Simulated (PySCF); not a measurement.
BeH, charge +1. Atoms are numbered in the order given.

```xyz
2

Be     0.0000     0.0000    -0.2637
H      0.0000     0.0000     1.0547
```
Charge +1, spin multiplicity 1.

The structure is a stationary point at r2SCAN-D4/def2-TZVPD. The multiplicity is an assumed one; other spin states were not compared.

All values below come from PySCF with TDDFT-B3LYP/def2-TZVPD.

Vertical excitations; the highest root listed may be one member of a degenerate set.  State labels are in the subgroup C2v.

```tsv
state	symmetry	energy (eV)	λ (nm)	f	main pairs
S1	A1	5.31	234	0.130	HOMO→LUMO 100 %
S2	B1	7.50	165	0.233	HOMO→LUMO+1 (degenerate set)
S3	B2	7.50	165	0.233	HOMO→LUMO+2 (degenerate set)
S4	A1	12.76	97	0.005	HOMO→LUMO+3 96 %
S5	A1	13.41	92	0.033	HOMO→LUMO+4 85 %
S6	B1	13.55	91	0.016	HOMO→LUMO+6 (degenerate set)
S7	B2	13.55	91	0.016	HOMO→LUMO+7 (degenerate set)
S8	A1	13.69	91	0.213	HOMO→LUMO+5 84 %, HOMO→LUMO+4 13 %
S9	B1	15.15	82	0.162	HOMO→LUMO+8 (degenerate set)
S10	B2	15.15	82	0.162	HOMO→LUMO+9 (degenerate set)
T1	A1	3.70	335	0	HOMO→LUMO 99 %
T2	B1	5.83	213	0	HOMO→LUMO+1 (degenerate set)
T3	B2	5.83	213	0	HOMO→LUMO+2 (degenerate set)
T4	A1	11.76	105	0	HOMO→LUMO+5 73 %, HOMO→LUMO+3 14 %
```
Triplets are in the Tamm–Dancoff approximation, which puts them higher than full response would, so one can lie above its singlet here.
